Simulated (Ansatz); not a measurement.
**Question.** Name a neutral molecule of Mg, O, S and H with vertical ionisation energy (CCSD(T)/def2-TZVPP) between 9.50 and 9.80 eV and size of the dipole moment (ωB97M-V/def2-TZVPP) between 1.55 and 1.85 D (Ansatz, PBE0-D4/def2-TZVP geometry).

**Answer.** `[OH][Mg][SH]` (9.51 eV, 1.65 D). Other molecules can fit too; these were computed, each in one conformer that needn't be the lowest.
